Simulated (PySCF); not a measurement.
# C2H5Cl (Ethyl chloride): the cost of one run

Programs: PySCF 2.14.0, with density-fitted response routines of our own. Each step states its level of theory. These are calculated values for one molecule in the gas phase, unless marked as measured. Atoms are numbered from 0 throughout.

### Step 1. The molecule as given

8 atoms, charge 0, multiplicity 1; geometry from: GFN2-xTB.

Bonds of the start (Å): C0–C1 1.51, C1–Cl2 1.79, C0–H3 1.09, C0–H4 1.09, C0–H5 1.09, C1–H6 1.09, C1–H7 1.09.

### Step 2. Relaxing the molecule at PBE0-D3(BJ)/def2-SVP

Job settings and geometry (Å):

```
{"job": {"xc": "PBE0", "basis": "def2-SVP", "d3": "d3bj", "grid": 1, "kind": "geom"}, "charge": 0, "multiplicity": 1}
C     -0.796986     0.041376    -0.042231
C      0.699432    -0.191177    -0.016036
Cl     1.559180     1.295443     0.483938
H     -1.156363     0.328988     0.942472
H     -1.051153     0.828643    -0.747576
H     -1.298248    -0.875567    -0.345049
H      1.081254    -0.454223    -1.002315
H      0.971943    -0.964070     0.702232
```

Command:

```console
$ OMP_NUM_THREADS=1 python probes_run.py task.json out
```

The driver reads the jobs from task.json and runs them one after another.

Q: Estimate the wall time and peak memory of this first job on 1 thread of Arm Neoverse V2, shared host.

About 4 s, with a peak of 0.31 GiB.
